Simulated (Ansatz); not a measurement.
Geometry optimisation, RKS CAM-B3LYP/def2-SVP (Ansatz 0.2.0).

input.yaml

```yaml
crystal:
  periodic: [false, false, false]
  atoms:
    - { symbol: Al, position_ang: [0.0, 0.0, 0.0] }
    - { symbol: C, position_ang: [1.4047, 0.0, 1.654] }
    - { symbol: H, position_ang: [0.4051, -0.3092, 2.0245] }
    - { symbol: H, position_ang: [2.1723, -0.7111, 2.0245] }
    - { symbol: H, position_ang: [1.6368, 1.0203, 2.0245] }
    - { symbol: H, position_ang: [1.7519, 0.0, 0.1685] }
    - { symbol: H, position_ang: [-1.351, 0.0, -0.78] }
basis:
  gaussian: { orbitals: def2-SVP }
hamiltonian:
  xc: cam_b3lyp
relax:
  f_tol: 0.15
  max_steps: 25
  restrain:
    - { distance: [1, 5], at: 1.11, k: 30.0 }
    - { distance: [0, 1], at: 3.17, k: 30.0 }
    - { distance: [0, 5], at: 2.76, k: 30.0 }
```

Launched with:

```bash
$ ansatz run input.yaml --threads 1 --pin off --max-ram 2048MiB --backend cpu --events-out ev --progress --plain --runs-dir out
```

Problem. Where does it end, and by what steps?

Solution. It converged. The restraints hold the end off the free minimum. After 13 steps the energy has fallen by 4.412 eV (the restraints' own energy left out); Al1 moved furthest, 1.10 Å. Parted: Al1–C2, Al1–H6. Joined: C2–H6.

```tsv
step	energy less start (eV)	largest force component (eV/Å)	accepted
0	0.0000	3.961	yes
1	0.1223	5.131	yes
2	-0.2253	8.996	yes
3	-1.5561	8.533	yes
4	-3.0785	4.761	yes
5	-4.0156	1.350	yes
6	-4.1786	0.658	yes
7	-4.2462	0.541	yes
8	-4.2853	0.510	yes
9	-4.3359	0.380	yes
10	-4.3757	0.283	yes
11	-4.4013	0.205	yes
12	-4.4077	0.232	yes
13	-4.4115	0.159	yes
```

```xyz
7
Properties=species:S:1:pos:R:3
Al -0.154 0.067 -1.087
C 1.498 -0.036 1.622
H 0.525 -0.542 1.690
H 2.159 -0.424 2.408
H 1.354 1.043 1.767
H 1.976 -0.222 0.644
H -1.338 0.114 0.073
```

Whether the end is a true minimum wasn't checked by a vibrational analysis.

The run took 13 s on 1 thread of INTEL(R) XEON(R) PLATINUM 8581C CPU @ 2.30GHz (Emerald Rapids) (shared host), peak memory 0.14 GiB.
